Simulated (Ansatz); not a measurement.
Basis-set extrapolation for C3H6O, SMILES `C=CCO` (PBE0-D4/def2-TZVP geometry, frozen core, Ansatz 0.2.0). Multiplicity 1, RHF reference.

```csv
,def2-TZVPP,def2-QZVPP
HF,-192.005679,-192.014763
MP2 correlation,-0.739022,-0.790543
CCSD(T) correlation,-0.802306,not run
```

Energies in hartree. Use E(X) = E(∞) + A·exp(−7.88·√X) for Hartree–Fock and E(X) = E(∞) + B·X^(−2.97) for correlation, with X = 3 and 4, and add CCSD(T) minus MP2 of the smaller set to the MP2 limit.

Q: What is the CCSD(T) energy at the basis-set limit?

A: HF limit: -192.014763 + (-0.009084) × 0.13774 = -192.01601. MP2 limit: -0.790543 + (-0.051521) × 0.74074 = -0.82871. Higher-order term: -0.802306 − (-0.739022) = -0.06328. Total: -192.90800 hartree, 62.8 kcal/mol below CCSD(T)/def2-TZVPP.
